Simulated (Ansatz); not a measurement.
Cost and result for the atomization energy of `NCOCF` (11 atoms, 10 bonds).

```csv
atom,x (Å),y (Å),z (Å)
N1,-0.476,-1.752,-0.778
C2,-0.420,-0.642,0.092
O3,0.392,0.418,-0.446
C4,0.621,1.441,0.422
F5,-0.520,2.204,0.615
H6,0.445,-2.121,-0.974
H7,-0.925,-1.518,-1.653
H8,-1.429,-0.259,0.263
H9,0.012,-0.943,1.055
H10,1.381,2.090,-0.015
H11,0.919,1.083,1.418
```

Total charge 0; spin multiplicity 1. Geometry: relaxed with PBE0-D4/def2-TZVP. It is one conformer, not always the lowest. Program: Ansatz. All runs use 4 threads of an Intel Xeon on a shared host. Times are those of one run each, without the atoms' runs, and a repeat can differ threefold. Electronic energies, without spin–orbit coupling; frozen cores. CCSD(T)/CBS adds CCSD(T) − MP2 in def2-TZVPP to the MP2 limit, and its time is that of the two runs behind it. T1 = 0.011. B3LYP takes the VWN-RPA correlation (the form of Gaussian; ORCA's B3LYP/G).

CCSD(T)/CBS is a level of theory with its own doubt, some kJ/mol a heavy atom from the limit and from the frozen cores, so smaller differences don't rank the functionals.

```csv
level,functions,wall time,atomization (kJ/mol),difference from CCSD(T)/CBS,per bond
PBE-D4/def2-TZVPP (with forces),239,1.6 s,4260.7,126.6,12.7
PBE0-D4/def2-TZVPP,239,1.7 s,4145.8,11.7,1.2
r2SCAN-D4/def2-TZVPP (with forces),239,2.5 s,4133.5,-0.6,-0.1
B3LYP-D4/def2-TZVPP (with forces),239,2.7 s,4138.9,4.8,0.5
B2PLYP/def2-TZVPP,239,3.3 s,4094.6,-39.5,-3.9
ωB97X-V/def2-TZVPP,239,4.4 s,4148.9,14.8,1.5
ωB97M-V/def2-TZVPP (with forces),239,6 s,4151.0,16.9,1.7
MP2/def2-QZVPP,465,14 s,4167.8,33.7,3.4
CCSD(T)/def2-TZVPP,239,70 s,4017.3,-116.8,-11.7
CCSD(T)/CBS(def2),–,84 s,4134.1,0.0,0.0
```

The D4 term adds +23.9 kJ/mol with B3LYP and +12.5 kJ/mol with PBE0; it sums over pairs of atoms, weighted by their polarisabilities, and B3LYP, whose exchange is more repulsive, gets the larger term. In def2-TZVPP, CCSD(T) changes the Hartree–Fock value by +1165.8 kJ/mol (the triples alone add +67.9 kJ/mol) and MP2 by +1247.2 kJ/mol; breaking electron pairs costs correlation energy, which Hartree–Fock lacks. From PBE to PBE0 (25 % exact exchange), in def2-TZVPP and without D4, the atomization energy moves by −112.3 kJ/mol: exact exchange takes away binding that semilocal exchange gives to molecules.
